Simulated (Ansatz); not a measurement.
The calculation used DFT, LDA (PW92), plane waves (420 eV) with PAW, scalar-relativistic in Ansatz 0.2.0. (PAW data from PBE, frozen cores regenerated.)

An element in the hcp structure gives this curve. The cell is scaled uniformly from the relaxed one, with fractional coordinates and shape fixed. Energies are extrapolated to zero smearing, pressures are those at the given smearing. Magnetic state: spin not included.

| V (Å³/atom) | E − E₀ (meV/atom) | P (GPa) |
| --- | --- | --- |
| 18.333 | 134.2 | 19.12 |
| 19.166 | 55.5 | 11.54 |
| 20.000 | 12.8 | 5.24 |
| 20.833 | 0.0 | -0.02 |
| 21.666 | 12.3 | -4.42 |
| 22.500 | 45.6 | -8.10 |
| 23.333 | 96.5 | -11.19 |

**Question.** Which element is it?
A. scandium
B. germanium
C. lithium
D. hafnium

**Answer.** D. Its fit is V₀ = 20.82 Å³/atom, B₀ = 121 GPa, B₀′ = 3.4.
